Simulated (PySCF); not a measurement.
**Simulated absorption spectrum**

Compound: pyrazine, C₄H₄N₂.
InChI=1S/C4H4N2/c1-2-6-4-3-5-1/h1-4H

Computed with TDDFT CAM-B3LYP/aug-cc-pVTZ, vertical, gas phase, core orbitals frozen in the response (PySCF 2.14.0, density-fitted response routines). Isolated species at its PBE0-D3(BJ)/def2-TZVP geometry, gas phase.

Each state is given a Gaussian of 0.25 eV full width at half maximum, with ε(max) = 2.175×10⁸ f / Δν̃ (Δν̃ the width in cm⁻¹). The width is an assumption, not a result. The curve ends short of the highest state used, and states not computed would add to its high-energy end.

```
E (eV)  ε (L mol⁻¹ cm⁻¹)
  3.79                 1
  3.92                44
  4.05               339
  4.18               590
  4.30               260
  4.43                25
  4.56                 1
  4.69                 0
  4.82                 0
  4.95                 0
  5.08                11
  5.21               521
  5.34              5424
  5.47             12618
  5.59              7269
  5.72               946
  5.85                27
  5.98                 0
  6.11                 0
  6.24                24
  6.37               723
  6.50              4911
  6.63              7448
  6.76              2522
```

Q: Where are the band maxima, and which computed states make them?

A: 298 nm (4.16 eV), ε about 600, made up of S1 (100%); 226 nm (5.48 eV), ε about 13000, made up of S3 (100%); 188 nm (6.60 eV), ε about 7700, made up of S5 (100%) (ε in L mol⁻¹ cm⁻¹; maxima over ε = 5, shares over 10%). The states used: S1 4.16 eV (f 0.0055); S2 4.97 eV (f 0.0000); S3 5.48 eV (f 0.117); S4 5.87 eV (f 0.0000); S5 6.60 eV (f 0.072); S6 6.65 eV (f 0.0000); S7 6.88 eV (f 0.0000); S8 7.12 eV (f 0.0000); S9 7.21 eV (f 0.047); S10 7.36 eV (f 0.105).

Q: Coming from long wavelengths, where does ε first pass 100 L mol⁻¹ cm⁻¹?

A: At about 313 nm (3.96 eV), 0.20 eV below S1.

Q: On this curve, what absorbance would a 10⁻³ mol/L sample give at 308 nm over a 1 cm path?

A: 308 nm is 4.025 eV, where ε is about 260 L mol⁻¹ cm⁻¹, so A = ε c l ≈ 0.26 (Beer–Lambert, with the gas-phase spectrum and the assumed width).

Q: What would ε be at 5.48 eV, the highest of these maxima, with half the width (0.125 eV)?

A: About 25300 L mol⁻¹ cm⁻¹ against 12700, a factor of about 2.00; a lone state at its own centre would give exactly 2.
